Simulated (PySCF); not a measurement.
Z-matrix (Å, degrees):
```
C
O 1 1.3564
H 2 0.9602 1 109.59
H 1 1.0800 2 113.87 3 -175.52
H 1 1.0838 4 121.34 2 -153.44
```
Charge 0, spin multiplicity 2.

Give the dipole moment, highest occupied spin orbital and total energy at the level ωB97X-D3(BJ)/def2-TZVP // PBE0-D3(BJ)/def2-TZVP in PySCF 2.14.0.


```
Property                              Value
-----------------------------  ------------
dipole moment                        1.55 D
highest occupied spin orbital      -7.61 eV
total energy                   -115.1401 Ha
```
